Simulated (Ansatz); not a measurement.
Run this with Ansatz 0.2.0 through its Python package and show what comes out.

Script `bend_bh3s.py`:
```python
# -*- coding: utf-8 -*-
'''Bending curve of BH3S.'''

from dataclasses import dataclass

import ansatz as az
from ase import Atoms


@dataclass
class RunConfig:
    basis_set: str = '6-31G*'
    xc: str = 'pbe0'
    fmax: float = 0.02
    method: str = 'CCSD(T)'


opts = RunConfig()

atoms = Atoms(['B', 'S', 'H', 'H', 'H'], positions=[
    (-0.3326, -0.5167, -0.0146),
    (0.325, 1.1182, -0.7334),
    (-1.3393, -0.4304, 0.6924),
    (0.1757, -1.5003, -0.3161),
    (1.2211, 1.2555, 0.3304),
])

# start the scan from a relaxed geometry
first = (
    az.Crystal.molecule_from_ase(atoms).calculation()
    .basis(gaussian=opts.basis_set)
    .functional(opts.xc)
    .relax(force_tolerance=opts.fmax, max_steps=80)
)
atoms.positions = first.run(threads=1, pin='off').report['positions_ang']

rows = []
for angle in [85, 95, 105, 115, 125, 140, 160]:
    bent = atoms.copy()
    bent.set_angle(0, 1, 4, angle, indices=[4])
    job = (
        az.Crystal.molecule_from_ase(bent).calculation()
        .basis(gaussian=opts.basis_set)
        .correlation(opts.method)
    )
    rows.append((angle, job.run(threads=1, pin='off').report['free_energy_ev']))
floor = min(e for _, e in rows)
for angle, e in rows:
    print(f'angle B0-S1-H4 = {angle:3d} deg   {1000 * (e - floor):9.1f} meV')
```

`python bend_bh3s.py` gives:
```text
angle B0-S1-H4 =  85 deg       145.4 meV
angle B0-S1-H4 =  95 deg         0.0 meV
angle B0-S1-H4 = 105 deg        10.9 meV
angle B0-S1-H4 = 115 deg       163.7 meV
angle B0-S1-H4 = 125 deg       439.0 meV
angle B0-S1-H4 = 140 deg      1026.4 meV
angle B0-S1-H4 = 160 deg      1919.6 meV
```

Notes:
- The scan is rigid, and the energies are electronic, in a modest basis. The zero is the lowest point of the grid, which needn't be the minimum.
- The start is relaxed with a density functional and scanned with the wavefunction method, so it isn't exactly that method's minimum.
- Run time: 13 s on 1 thread of Arm Neoverse V1 (shared host), peak memory 0.15 GiB.
